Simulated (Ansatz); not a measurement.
A run of Ansatz (development build ahead of 0.2.0) on singlet C₃H₆ at this shape:

```json
{"atom": "C", "x (Å)": "0.8239", "y (Å)": "-0.0060", "z (Å)": "-0.0268"}
{"atom": "C", "x (Å)": "-0.4704", "y (Å)": "0.7229", "z (Å)": "0.0192"}
{"atom": "C", "x (Å)": "-0.4099", "y (Å)": "-0.7766", "z (Å)": "0.0354"}
{"atom": "H", "x (Å)": "1.4235", "y (Å)": "0.0005", "z (Å)": "0.8848"}
{"atom": "H", "x (Å)": "1.4426", "y (Å)": "0.0372", "z (Å)": "-0.9435"}
{"atom": "H", "x (Å)": "-0.6852", "y (Å)": "1.2485", "z (Å)": "-0.9252"}
{"atom": "H", "x (Å)": "-0.7202", "y (Å)": "1.2861", "z (Å)": "0.8718"}
{"atom": "H", "x (Å)": "-0.6946", "y (Å)": "-1.2322", "z (Å)": "0.9147"}
{"atom": "H", "x (Å)": "-0.7763", "y (Å)": "-1.2798", "z (Å)": "-0.9329"}
```

Its results:

```
Converged                       : yes
Total energy                    : -117.09225 hartree
Spin squared of the determinant : 0.000
```

(1) Which input gives this output? Name the method, the orbitals and the basis set, and write the input.

## Answers

(1) RHF in def2-TZVP. An unrestricted run that stays on the closed shell gives the same numbers.

```yaml
crystal:
  periodic: [false, false, false]
  atoms:
    - { symbol: C, position_ang: [0.82392, -0.00598, -0.02682] }
    - { symbol: C, position_ang: [-0.47045, 0.7229, 0.01916] }
    - { symbol: C, position_ang: [-0.40995, -0.77659, 0.0354] }
    - { symbol: H, position_ang: [1.42351, 0.00049, 0.88479] }
    - { symbol: H, position_ang: [1.4426, 0.03721, -0.94351] }
    - { symbol: H, position_ang: [-0.6852, 1.24847, -0.92518] }
    - { symbol: H, position_ang: [-0.72025, 1.28607, 0.87184] }
    - { symbol: H, position_ang: [-0.69462, -1.23215, 0.91467] }
    - { symbol: H, position_ang: [-0.77635, -1.27978, -0.93291] }
basis:
  gaussian: { orbitals: def2-TZVP }
hamiltonian:
  xc: hf
```
